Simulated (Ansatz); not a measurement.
**A ladder of methods for SiNH3F− (SMILES N[SiH-]F)**

The species is SiNH3F− (6 atoms), meant as a singlet with charge -1. SMILES: `N[SiH-]F`. The shape is that of a GFN2-xTB optimisation. This is one conformer, not always the lowest.

```jsonl
{"atom": "N", "x (Å)": "-0.7063", "y (Å)": "0.0641", "z (Å)": "-0.6564"}
{"atom": "Si", "x (Å)": "-0.0184", "y (Å)": "-0.5726", "z (Å)": "0.8640"}
{"atom": "F", "x (Å)": "1.3438", "y (Å)": "-1.3628", "z (Å)": "0.1754"}
{"atom": "H", "x (Å)": "-1.4214", "y (Å)": "0.7597", "z (Å)": "-0.4736"}
{"atom": "H", "x (Å)": "-0.0321", "y (Å)": "0.4875", "z (Å)": "-1.2964"}
{"atom": "H", "x (Å)": "0.8344", "y (Å)": "0.6242", "z (Å)": "1.3869"}
```

Quantity: the energy change with the N1–H4 bond stretched from 1.014 to 1.521 Å, in eV. The values are calculated.

```csv
level,kind,program,value (eV),less FCI/STO-3G,CPU time (all runs)
HF/STO-3G (restricted),Hartree–Fock,Ansatz,3.05,+1.07,0.28 s
BLYP/STO-3G (restricted),GGA,Ansatz,1.75,-0.23,2.9 s
revPBE/STO-3G (restricted),GGA,Ansatz,1.84,-0.14,2.9 s
BHLYP/STO-3G (restricted),global hybrid,Ansatz,2.56,+0.58,2.9 s
CAM-B3LYP/STO-3G (restricted),range-separated hybrid,Ansatz,2.32,+0.34,3.3 s
B2PLYP/STO-3G (restricted),double hybrid,Ansatz,2.27,+0.29,4 s
CCSD/STO-3G (restricted),coupled cluster or CI,Ansatz,2.01,+0.03,0.45 s
FCI/STO-3G,exact in the basis,Ansatz,1.98,0.00,1.8 min
```

FCI/STO-3G is exact within its basis and frozen core, so for wave-function methods in that basis the difference is their error; functionals converge differently with the basis, so for them it is only a difference. Spin-restricted single references rise too steeply as a bond breaks, Hartree–Fock most of all. Sets without diffuse functions describe the anion poorly. The first shape isn't each level's own minimum. The values span 1.75 to 3.05 eV. All rows use very small basis sets, so even the best lies far from the true value. CPU times are rough (shared hosts, several kinds of processor): they show what a rung costs within a factor of a few.
